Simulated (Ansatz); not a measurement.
# AlH5NO: the cost of one run

Program: Ansatz 0.2.0. Level of theory: RKS BLYP-D4/cc-pVDZ. These are calculated values, not measurements.

**1. The starting structure**

Bond lengths: N1–Al2 1.749 Å, Al2–O3 1.831 Å, N1–H4 1.018 Å, N1–H5 1.018 Å, Al2–H6 1.507 Å, O3–H7 0.975 Å, O3–H8 0.974 Å. Angles: N1–Al2–O3 110.8°, N1–Al2–H6 148.5°, O3–Al2–H6 100.7°, Al2–N1–H4 127.7°, Al2–N1–H5 123.8°, H4–N1–H5 106.9°, Al2–O3–H7 123.8°, Al2–O3–H8 127.5°, H7–O3–H8 108.8°.

Coordinates:

```xyz
8

N    -1.0634    0.6431   -0.9258
Al    0.1228    0.6363    0.3589
O     0.8162   -1.0414    0.5955
H    -1.0461    0.1088   -1.7921
H    -1.7704    1.3661   -1.0390
H     0.8679    1.3989    1.4237
H     1.5504   -1.2433    1.2045
H     0.5225   -1.8685    0.1743
```

**2. End point A**

Input file input.yaml:

```yaml
crystal:
  periodic: [false, false, false]
  atoms:
    - { symbol: "N", position_ang: [-1.06343, 0.6431, -0.92579] }
    - { symbol: Al, position_ang: [0.12282, 0.63626, 0.35888] }
    - { symbol: O, position_ang: [0.81624, -1.04137, 0.59553] }
    - { symbol: H, position_ang: [-1.04607, 0.10877, -1.79207] }
    - { symbol: H, position_ang: [-1.77038, 1.36614, -1.03904] }
    - { symbol: H, position_ang: [0.86794, 1.39892, 1.42373] }
    - { symbol: H, position_ang: [1.55038, -1.2433, 1.20445] }
    - { symbol: H, position_ang: [0.52251, -1.86851, 0.1743] }
total_charge: 1
basis:
  gaussian: { orbitals: cc-pVDZ }
hamiltonian:
  xc: blyp
  dispersion: d4
relax:
  f_tol: 0.015
  max_steps: 40
output:
  orbitals: {}
```

On the command line:

```sh
ansatz run input.yaml --threads 1 --pin off --max-ram 2048MiB --backend cpu --events-out ev --progress --plain --runs-dir out
```

**Question.** How long does this run take on 1 thread of Intel Xeon Platinum 8488C (Sapphire Rapids), shared host, and how much memory does it need?

About 10 s, with a peak of 0.17 GiB.
